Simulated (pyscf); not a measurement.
PySCF, gas phase, ωB97X-D3(BJ)/def2-SVP geometries. MP2 and CC: frozen core, UHF for open shells. ΔMP2 is the change of the MP2 total energy from the triple- to the quadruple-zeta basis.

**Question.** For the elementary gas-phase step `[OH][AsH][AsH2]` -> `[AsH]=[AsH]` + `[OH2]` (singlet surface; As–O, As–H broken, H–O formed), what barrier and reaction energy does CCSD(T)/def2-TZVPP + ΔMP2(QZVPP) give, measured from the reactant's lowest minimum found?

**Answer.** ΔE‡ = 32.5 kcal/mol, ΔE = +6.8 kcal/mol. Zero-point energy shifts the barrier by -1.6 kcal/mol. It is an elimination, with an imaginary mode of 1460i cm⁻¹. One saddle was located; it need not be the lowest between these sides. The CCSD(T) − MP2 part came from Ansatz, without density fitting, on the same reference. The frozen core leaves the outer d or s,p core shells of the metals and heavy elements correlated in the MP2 and CC values, and def2-TZVPP describes them poorly, which can shift differences by a few kcal/mol. Elements up to Kr have no core potential and no relativistic terms here.
